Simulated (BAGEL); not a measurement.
# HF/3-21G (density fitting with qzvpp-jkfit) run of [BF2]+ (SMILES F[B+]F)

What is the vertical singlet–triplet gap of [BF2]+ at HF/3-21G (density fitting with qzvpp-jkfit)? 

The calculation is run with BAGEL 1.2.2.

1 further run of the same task is left out (it didn't finish).

### Step 1. Starting point

The species is [BF2]+ (3 atoms), meant as a singlet with charge +1. SMILES: `F[B+]F`. The coordinates come from a GFN2-xTB relaxation.

Bond lengths: F1–B2 1.219 Å, B2–F3 1.219 Å. Angles: F1–B2–F3 179.9°.

### Step 2. The energy at HF/3-21G (density fitting with qzvpp-jkfit)

File calc.json:

```json
{ "bagel" : [

{
  "title" : "molecule",
  "basis" : "3-21g",
  "df_basis" : "qzvpp-jkfit",
  "angstrom" : "true",
  "geometry" : [
    { "atom" : "F", "xyz" : [       0.327370,       1.133870,       0.305680 ] },
    { "atom" : "B", "xyz" : [       0.000740,      -0.000320,       0.000370 ] },
    { "atom" : "F", "xyz" : [      -0.328120,      -1.133550,      -0.306050 ] }
  ]
},

{ "title" : "hf", "charge" : 1 },

{ "title" : "print", "file" : "orbitals.molden", "orbitals" : "true" }

]}
```

Command:

```bash
$ BAGEL_NUM_THREADS=1 BAGEL calc.json > calc.out
```

Output:

```text
* using 1 threads per process

  ===============================================================
  ===============================================================

  *** Geometry ***

  { "atom" : "F", "xyz" : [      0.618640,      2.142704,      0.577651 ] },
  { "atom" : "B", "xyz" : [      0.001398,     -0.000605,      0.000699 ] },
  { "atom" : "F", "xyz" : [     -0.620057,     -2.142099,     -0.578351 ] },

  Number of auxiliary basis functions:      229

  Since a DF basis is specified, we compute 2- and 3-index integrals:
    o Being stored without compression. Storage requirement is 0.001 GB

  Number of basis functions:       27
  Number of electrons      :       23

    * METHOD: MOLECULE                             0.03

  *** RHF ***

  === Nuclear Repulsion ===
    56.6451617552

      * DIIS with orbital gradients will be used.

  === RHF iteration (3-21g) ===
      0       -221.96201815          0.04493199           0.00
      1       -222.05187860          0.02797875           0.00
      2       -222.08213840          0.00131684           0.00
      3       -222.08229820          0.00024970           0.00
      4       -222.08230593          0.00006794           0.00
      5       -222.08230650          0.00000570           0.00
      6       -222.08230650          0.00000048           0.00
      7       -222.08230650          0.00000010           0.00
      8       -222.08230650          0.00000003           0.00
      9       -222.08230650          0.00000001           0.00
     10       -222.08230650          0.00000000           0.00
    * SCF iteration converged.

    * Permanent dipole moment:
           (   -0.002939,     0.001274,    -0.001462) a.u.

    * METHOD: HF                                   0.05

    * METHOD: PRINT                                0.00

  ===============================================================
```

Run time: 0.2 s. Hardware: 1 thread of Arm Neoverse V2, shared host.

### Step 3. The triplet

File job.json:

```json
{ "bagel" : [

{
  "title" : "molecule",
  "basis" : "3-21g",
  "df_basis" : "qzvpp-jkfit",
  "angstrom" : true,
  "geometry" : [
    { "atom" : "F", "xyz" : [       0.327370,       1.133870,       0.305680 ] },
    { "atom" : "B", "xyz" : [       0.000740,      -0.000320,       0.000370 ] },
    { "atom" : "F", "xyz" : [      -0.328120,      -1.133550,      -0.306050 ] }
  ]
},

{
  "title" : "uhf",
  "charge" : 1,
  "nopen" : 2
},

{
  "title" : "print",
  "file" : "orbitals.molden",
  "orbitals" : true
}

]}
```

Command:

```bash
$ BAGEL_NUM_THREADS=1 BAGEL job.json > job.out
```

Output:

```text
* using 1 threads per process

  ===============================================================
  ===============================================================

  *** Geometry ***

  { "atom" : "F", "xyz" : [      0.618640,      2.142704,      0.577651 ] },
  { "atom" : "B", "xyz" : [      0.001398,     -0.000605,      0.000699 ] },
  { "atom" : "F", "xyz" : [     -0.620057,     -2.142099,     -0.578351 ] },

  Number of auxiliary basis functions:      229

  Since a DF basis is specified, we compute 2- and 3-index integrals:
    o Being stored without compression. Storage requirement is 0.001 GB

  Number of basis functions:       27
  Number of electrons      :       23

    * METHOD: MOLECULE                             0.03

  *** Open-shell HF ***

  === Nuclear Repulsion ===
    56.6451617552

      * DIIS with orbital gradients will be used.

  === UHF iteration (3-21g) ===
      0       -221.55654596          0.04711596           0.00
      1       -221.62041416          0.02113465           0.00
      2       -221.62910196          0.01072601           0.00
      3       -221.63152972          0.00218656           0.00
      4       -221.63269751          0.00048035           0.00
      5       -221.63278200          0.00016915           0.00
      6       -221.63279277          0.00016624           0.00
      7       -221.63279425          0.00016854           0.00
      8       -221.63278246          0.00014600           0.00
      9       -221.63275997          0.00004765           0.00
     10       -221.63275910          0.00002165           0.00
     11       -221.63275920          0.00002239           0.00
     12       -221.63275923          0.00002338           0.00
     13       -221.63275916          0.00001625           0.00
     14       -221.63275920          0.00002148           0.00
     15       -221.63275921          0.00002003           0.00
     16       -221.63275921          0.00001990           0.00
     17       -221.63275918          0.00001770           0.00
     18       -221.63275910          0.00000865           0.00
     19       -221.63275910          0.00000310           0.00
     20       -221.63275910          0.00000214           0.00
     21       -221.63275910          0.00000165           0.00
     22       -221.63275910          0.00000179           0.00
     23       -221.63275910          0.00000140           0.00
     24       -221.63275910          0.00000110           0.00
     25       -221.63275910          0.00000096           0.00
     26       -221.63275910          0.00000044           0.00
     27       -221.63275910          0.00000014           0.00
     28       -221.63275910          0.00000009           0.00
     29       -221.63275910          0.00000003           0.00
     30       -221.63275910          0.00000001           0.00
     31       -221.63275910          0.00000002           0.00
     32       -221.63275910          0.00000001           0.00
     33       -221.63275910          0.00000002           0.00
     34       -221.63275910          0.00000001           0.00
     35       -221.63275910          0.00000001           0.00
     36       -221.63275910          0.00000001           0.00
     37       -221.63275910          0.00000001           0.00
    * SCF iteration converged.

    * S^2 (UHF) is 2.0905

    * Permanent dipole moment:
           (   -0.018482,     0.007985,    -0.009196) a.u.

    * METHOD: UHF                                  0.19

    * METHOD: PRINT                                0.00

  ===============================================================
```

It took 0.34 s on 1 thread of Arm Neoverse V2, shared host.

### Step 4. Results

At HF/3-21G (density fitting with qzvpp-jkfit):

| quantity | value |
| --- | --- |
| singlet: total energy | -222.08231 Eh |
| singlet: HOMO energy | -28.12 eV |
| singlet: LUMO energy | -4.39 eV |
| singlet: HOMO–LUMO gap | 23.73 eV |
| triplet: total energy | -221.63276 Eh |
| triplet: ⟨S²⟩ | 2.091 |
| vertical energy of the triplet above the singlet | 12.233 eV |

What this shows: At this shape the triplet lies 12.23 eV (1180 kJ/mol) above the singlet.
